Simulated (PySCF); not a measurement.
# C3H2O (cyclopropenone): the cost of one run

The runs use PySCF 2.14.0, with density-fitted response routines of our own; the level of theory stands in each step. All values are computed, except where a source is named. Atoms count from 0, in the outputs and in this text.

### Step 1. Starting geometry

6 atoms, charge 0, multiplicity 1; geometry from: MMFF94s. The atoms were then displaced at random by about 0.03 Å, so the start is not that level's minimum.

Bonds of the start (Å): O0–C1 1.26, C1–C2 1.45, C2–C3 1.37, C3–C1 1.33, C2–H4 1.03, C3–H5 1.11.

### Step 2. Optimising the geometry at PBE0-D3(BJ)/def2-SVP

Job settings and geometry (Å):

```
{"job": {"xc": "PBE0", "basis": "def2-SVP", "d3": "d3bj", "grid": 1, "shake": 0.03, "kind": "geom"}, "charge": 0, "multiplicity": 1}
O      2.032190    -0.347150     0.082470
C      0.798350    -0.125480     0.022460
C     -0.567670    -0.605100    -0.057270
C     -0.228650     0.719560    -0.008910
H     -1.193380    -1.422630    -0.104910
H     -0.777710     1.684770    -0.003110
```

The run is started by

```console
> OMP_NUM_THREADS=1 python probes_run.py task.json out
```

This one command runs all jobs of the session in turn.

Q: Estimate the wall time and peak memory of this first job on 1 thread of Arm Neoverse V2, shared host.

About 5.4 s, with a peak of 0.28 GiB.
